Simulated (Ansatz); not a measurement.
**C2H5N: small, medium and large basis sets**

An exercise on one series of results from a longer session: the logs are not shown, and one member is left open.

The runs use Ansatz 0.2.0, Gaussian basis; one geometry, several basis sets.

Levels to be run: PBE0-D4/def2-SVP; ωB97M-V/def2-SVP; PBE0-D4/def2-QZVPP; ωB97M-V/def2-QZVPP; CCSD(T)/cc-pV(D+d)Z; CCSD(T)/cc-pV(T+d)Z; CCSD(T)/cc-pV(Q+d)Z; the functionals' def2-TZVPP values are taken from earlier runs.

## Structure used throughout

All runs share one geometry, relaxed beforehand with PBE0-D4 in a triple-zeta def2 set.

SMILES `C=NC`, 8 atoms, charge 0, spin multiplicity 1.

Atoms are counted from 1 here; the program's logs count them from 0.

Bond lengths: C1–N2 1.257 Å, C1–H4 1.100 Å, C1–H5 1.090 Å, N2–C3 1.439 Å, C3–H6 1.100 Å, C3–H7 1.093 Å, C3–H8 1.093 Å. Angles: N2–C1–H4 123.2°, N2–C1–H5 119.4°, H4–C1–H5 117.3°, C1–N2–C3 117.9°, N2–C3–H6 113.7°, N2–C3–H7 109.0°, N2–C3–H8 109.1°, H6–C3–H7 109.1°, H6–C3–H8 109.1°, H7–C3–H8 106.7°.

Set-up of the first run:

File in.yaml:

```yaml
crystal:
  periodic: [false, false, false]
  atoms:
    - {symbol: C, position_ang: [-0.710317, 0.748610, -0.789330]}
    - {symbol: N, position_ang: [0.446016, 0.313396, -0.558392]}
    - {symbol: C, position_ang: [0.623745, -0.564042, 0.568128]}
    - {symbol: H, position_ang: [-1.585238, 0.492246, -0.173893]}
    - {symbol: H, position_ang: [-0.872636, 1.413764, -1.636931]}
    - {symbol: H, position_ang: [-0.302901, -0.759241, 1.127713]}
    - {symbol: H, position_ang: [1.036219, -1.514106, 0.217977]}
    - {symbol: H, position_ang: [1.365122, -0.130637, 1.244728]}
basis:
  gaussian: {orbitals: def2-SVP}
hamiltonian: {xc: pbe0, dispersion: d4}
output: {orbitals: {seedname: orbitals}}
```

On the command line:

```bash
ansatz run in.yaml --threads 2 --pin off --events-out ev --progress --plain --max-ram 32768MiB --backend cpu
```

Steps of the session up to this table: PBE0-D4 in def2-SVP; ωB97M-V in def2-SVP; PBE0-D4 in def2-QZVPP; ωB97M-V in def2-QZVPP.

One table of the session follows, with a row left open; its other results are not shown here.

It belongs to the step «Density functionals: the series». 

```
functional       basis  HOMO (eV)  LUMO (eV)
   PBE0-D4    def2-SVP      -7.15       0.02
   PBE0-D4  def2-TZVPP          ?          ?
   PBE0-D4  def2-QZVPP      -7.38      -0.37
   ωB97M-V    def2-SVP      -9.52       2.40
   ωB97M-V  def2-TZVPP      -9.74       1.96
   ωB97M-V  def2-QZVPP      -9.77       1.74
```

**Question.** Estimate the row for PBE0-D4, def2-TZVPP.

**Answer.** HOMO (eV): -7.35; LUMO (eV): -0.27. In the column «HOMO (eV)» it lies between PBE0-D4, def2-QZVPP (-7.38) and PBE0-D4, def2-SVP (-7.15).
